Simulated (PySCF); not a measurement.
From one molecule to another.

First species: 3-chlorothiophene, C₄H₃ClS.
Atom-mapped SMILES: `[Cl:1][c:2]1[cH:3][cH:4][s:5][cH:6]1` (hydrogens: H7 on C3; H8 on C4; H9 on C6)

Geometry (GFN2-xTB, Å), atoms numbered from 1 in this order:
```xyz
9
C4H3ClS angstrom
Cl     2.3715   -0.9634    0.5494
C      0.8725   -0.2085    0.1795
C     -0.3461   -0.9231    0.0678
C     -1.3829   -0.1029   -0.2303
S     -0.8937    1.5378   -0.3782
C      0.7367    1.1272   -0.0348
H     -0.4247   -1.9852    0.2053
H     -2.4128   -0.3605   -0.3733
H      1.4930    1.8847   -0.0105
```

Second species: silanimine, H3NSi.
Structure used (GFN2-xTB), in Å, numbered top down from 1:
```xyz
5
H3NSi angstrom
N      1.0855   -0.4665   -0.0303
Si    -0.4411    0.0392   -0.0288
H      1.8947    0.1027    0.1674
H     -1.4163   -0.9888   -0.3465
H     -1.1143    1.3163    0.2210
```

Levels: PBE0/pcSseg-1 for dipole moment, HOMO energy, LUMO energy and HOMO–LUMO gap; GFN2-xTB for rotational constant A and rotational constant C. Geometries: GFN2-xTB. Each structure is a single optimised conformer of the isolated species, non-relativistic unless stated. Electronic properties by PySCF.

(1) Which has the higher LUMO energy?

(2) Which of the two has the higher dipole moment, and by how much?

(3) Which of the two has the higher rotational constant A, and by how much?

(4) Which has the higher HOMO–LUMO gap?

(5) Which has the higher rotational constant C?

(6) Which of the two has the higher HOMO energy, and by how much?

## Answers

(1) The first: -0.75 eV against -1.56 eV, a difference of 0.81 eV.

(2) The second: 2.34 D against 1.34 D, a difference of 1.00 D.

(3) The second: 146.790 GHz against 7.225 GHz, a difference of 139.565 GHz.

(4) The first: 6.29 eV against 5.99 eV, a difference of 0.30 eV.

(5) The second: 14.775 GHz against 1.250 GHz, a difference of 13.525 GHz.

(6) The first: -7.04 eV against -7.55 eV, a difference of 0.51 eV.

On the first: In atomic units the dipole is 0.53 e·bohr (1 au = 2.5417 D).

On the second: In atomic units the dipole is 0.92 e·bohr (1 au = 2.5417 D). A dipole of 2.34 D is allowed in Cs, and pure rotational transitions are dipole-allowed.
